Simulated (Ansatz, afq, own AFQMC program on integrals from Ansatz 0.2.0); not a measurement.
# P, quartet: AFQMC among the cluster methods

A free P atom.

Basis cc-pVTZ. Only valence electrons are correlated. AFQMC by an in-house program on the Cholesky factors that Ansatz 0.2.0 writes for its CCSD(T) run. The CISD trial takes its coefficients from CCSD amplitudes. Released means that phaseless walkers are propagated on without the constraint, phases kept. Free AFQMC starts from the CCSD state and is never constrained. Its projection time is finite, and what remains of the start isn't in its error. Error bars are statistical, one sigma.

Determinant: UHF, the one that the program's search chose, which needn't be the lowest solution.

Full CI on the same integrals is exact in this basis and with this determinant's frozen core.

```
T1 diagnostic                               : 0.0047
weight of the determinant in the CISD state : 0.937
⟨S²⟩ of the determinant                     : 3.750
size of the correlated space                : 5 electrons in 29 orbitals
```

Reference: full CI, correlation energy -2.874 eV. The released energy is read at 1.50 1/Eh (meV from the phaseless value at times in 1/Eh: -1.5 ± 1.2 at 0.24, -2.9 ± 1.2 at 0.50, -3.4 ± 0.7 at 1.00, -3.1 ± 0.9 at 1.50).

```json
{"level": "HF", "E − E(reference) (kcal/mol)": "66.28", "share of correlation (%)": "0.00"}
{"level": "MP2", "E − E(reference) (kcal/mol)": "14.02", "share of correlation (%)": "78.84"}
{"level": "CCSD", "E − E(reference) (kcal/mol)": "2.94", "share of correlation (%)": "95.56"}
{"level": "CCSD(T)", "E − E(reference) (kcal/mol)": "0.57", "share of correlation (%)": "99.15"}
{"level": "CCSDT", "E − E(reference) (kcal/mol)": "0.09", "share of correlation (%)": "99.87"}
{"level": "CCSDT(Q)", "E − E(reference) (kcal/mol)": "0.01", "share of correlation (%)": "99.98"}
{"level": "CCSDTQ", "E − E(reference) (kcal/mol)": "0.00", "share of correlation (%)": "100.00"}
{"level": "ph-AFQMC/HF", "E − E(reference) (kcal/mol)": "0.47 ± 0.26", "share of correlation (%)": "99.30"}
{"level": "ph-AFQMC/CISD", "E − E(reference) (kcal/mol)": "0.08 ± 0.04", "share of correlation (%)": "99.88"}
{"level": "released AFQMC", "E − E(reference) (kcal/mol)": "0.01 ± 0.02", "share of correlation (%)": "99.98"}
{"level": "free AFQMC", "E − E(reference) (kcal/mol)": "0.02 ± 0.03", "share of correlation (%)": "99.97"}
```

CCSDT and higher add their correlation energy to the determinant of the CCSD(T) run, since their own runs factorise the integrals more tightly (a shift of under 2 meV). Free projections are given only where their last times agree within the noise and don't stop above the reference; a slow remainder of the start can still hide under it. A walk keeps the symmetry of its determinant, which the program's search chose and which needn't be the lowest solution, so a lower state of the same spin and another symmetry isn't excluded. Released energies are given only where the last usable release times agree within the noise; a slower fall can still hide under it.
